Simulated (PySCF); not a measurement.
# TDDFT beside published excitation energies

Published values to compare with (the computed states carry no symmetry labels, so the two lists aren't matched line by line):

```tsv
state	E (eV)	f	kind of transition	source
3B1(σ→π*)	2.77		vertical absorption	[1]
1B1(σ→π*)	5.09	0.034	vertical absorption	[1]
```

[1] computed, theoretical best estimate (aug-cc-pVTZ, frozen core, CC3 geometry), gas; Veril, Scemama, Caffarel, Lipparini, Boggio-Pasqua, Jacquemin, Loos, WIREs Comput. Mol. Sci. 2021, 11, e1517 (QUESTDB)

Difluoromethylene, CF₂ (singlet state).
Numbering: `[F:1][C:2][F:3]`

Cartesian coordinates in Å at the PBE0-D3(BJ)/def2-TZVP level; atoms count from 1:
```
atom  x, y, z in Å
F1    -1.0338   -0.2535   -0.3387
C2    -0.0348    0.4589    0.0776
F3     1.0161   -0.2339   -0.2322
```

Theory: TDDFT CAM-B3LYP/aug-cc-pVTZ, vertical, gas phase, core orbitals frozen in the response (PySCF). Geometry: PBE0-D3(BJ)/def2-TZVP; no solvent, vibrations or thermal averaging.

Computed singlets: 4.79 eV (f 0.033); 8.34 eV (f 0.000); 8.71 eV (f 0.023); 8.93 eV (f 0.061); 9.17 eV (f 0.059); 9.19 eV (f 0.139); 10.18 eV (f 0.076); 11.15 eV (f 0.011); 11.67 eV (f 0.006); 11.76 eV (f 0.003). Computed triplets (Tamm–Dancoff): 2.50, 8.06, 8.16, 8.38 eV.

Problem. How does the lowest computed triplet compare with the best estimate listed for the lowest triplet (vertical absorption)?

Solution. 2.50 eV against 2.77 eV for 3B1(σ→π*) [1]: a difference of -0.27 eV. Geometry and basis of the two calculations needn't be the same.
